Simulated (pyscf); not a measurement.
A first-order saddle from PySCF, ωB97X-D3(BJ)/def2-SVP:

```xyz
10

C     -1.7504    -0.5936     0.2612
Sn    -0.4668     0.1916    -1.2330
H     -2.2052    -1.5377    -0.0719
H     -2.5364     0.1497     0.4547
H     -1.1735    -0.7349     1.1843
H     -0.8904     2.0670    -1.7351
H      1.2068    -0.0713    -1.2630
H     -1.1039    -0.1716    -2.7986
Cl     0.0499     2.1722     0.6719
H     -0.5874     2.3038    -0.8872
```

Surface: singlet, charge 0. Lowest wavenumbers (cm⁻¹): 1033i, 85, 130, 181, 251.

What reaction is this the transition state of?

H₃C–SnH₃ + HCl <-> H₃C–SnH₂–Cl + H₂, a four-centre exchange read from left to right: H–Sn, Cl–H broken and Cl–Sn, H–H formed. At ωB97M-D3(BJ)/def2-TZVP it lies +26.1 kcal/mol from the left side and +44.4 kcal/mol from the right (each side as separated species at their lowest minima found). One saddle was located; it need not be the lowest between these sides. Elements past Kr carry the def2 core potentials, without spin-orbit coupling.
